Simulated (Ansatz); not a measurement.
**BH4+ (singlet): wave-function methods side by side, aug-cc-pVDZ**

One table from this session's results is given with a row withheld; the runs are named, their logs left out.

Method: aug-cc-pVDZ, core rule «outside noble gas», up to 1 orbitals frozen; program: Ansatz 0.2.0, Gaussian basis.

To be run: UHF; CCSD(T) on RHF; BCCD(T) on RHF; CISD; CCSDT(Q) on RHF; CCSDTQ on RHF; CASSCF and MRCISD+Q, 6 electrons in 8 orbitals; CASSCF and MRCISD+Q(relaxed), 6 electrons in 8 orbitals; CASSCF and NEVPT2, 6 electrons in 8 orbitals; Full CI.

1 further run of the same task is left out (set aside as unsound or not needed).

## The system

The geometry is a PBE0/def2-TZVP stationary point (not a proven minimum).

5 atoms, charge 1, spin multiplicity 1.

Atoms are counted from 1 here; the program's logs count them from 0.

Bond lengths: B1–H2 1.210 Å, B1–H3 1.210 Å, B1–H4 1.210 Å, B1–H5 1.210 Å. Angles: H2–B1–H3 90.0°, H2–B1–H4 90.0°, H2–B1–H5 180.0°, H3–B1–H4 180.0°, H3–B1–H5 90.0°, H4–B1–H5 90.0°.

Geometry (Å):

```xyz
5
BH4
B     0.0000    0.0000    0.0000
H    -0.0156    0.8614    0.8498
H    -0.0213   -0.8500    0.8612
H     0.0213    0.8500   -0.8612
H     0.0156   -0.8614   -0.8498
```

The first run:

Input file in.yaml:

```yaml
crystal:
  periodic: [false, false, false]
  atoms:
    - {symbol: B, position_ang: [0.000000, 0.000000, 0.000000]}
    - {symbol: H, position_ang: [-0.015583, 0.861426, 0.849833]}
    - {symbol: H, position_ang: [-0.021323, -0.849967, 0.861171]}
    - {symbol: H, position_ang: [0.021323, 0.849967, -0.861171]}
    - {symbol: H, position_ang: [0.015583, -0.861426, -0.849833]}
basis:
  gaussian: {orbitals: aug-cc-pVDZ}
total_charge: 1
magnetization: {spin_polarized: true, initial_magnetization: 0}
hamiltonian: {xc: hf}
output: {orbitals: {seedname: orbitals}}
```

The run is started by

```sh
> ansatz run in.yaml --threads 1 --pin off --events-out ev --progress --plain --max-ram 4096MiB --backend cpu
```

Among the steps run: UHF; CCSD(T) on RHF; BCCD(T) on RHF; CISD; CCSDT(Q) on RHF; CCSDTQ on RHF; CASSCF and MRCISD+Q, 6 electrons in 8 orbitals; CASSCF and MRCISD+Q(relaxed), 6 electrons in 8 orbitals; CASSCF and NEVPT2, 6 electrons in 8 orbitals; Full CI.

One table of the session follows, with a row left open; its other results are not shown here.

It belongs to the step «Misses and costs». 

| method | from FCI (kcal/mol) |
| --- | --- |
| RHF | +87.84 |
| RMP2 | +18.65 |
| CISD | ? |
| RCCSD | +2.39 |
| RCCSD(T) | +0.50 |
| BCCD(T) | +0.50 |
| RCCSDT | +0.13 |
| RCCSDT(Q) | +0.02 |
| RCCSDTQ | 0.00 |
| CASSCF valence | +42.16 |
| NEVPT2 valence | +9.85 |
| MRCISD valence | +1.25 |
| MRCISD+Q valence | -0.04 |
| MRCISD+Q(relaxed) valence | -0.45 |
| FCI | 0 |

Q: Estimate the row for CISD from the others.

As computed: from FCI (kcal/mol): +5.30. In the column «from FCI (kcal/mol)» it lies between RCCSD (+2.39) and NEVPT2 valence (+9.85).

Caveats from the session: MRCISD+Q(relaxed) valence falls below full CI: the +Q correction isn't variational, and the cores differ from full CI's.
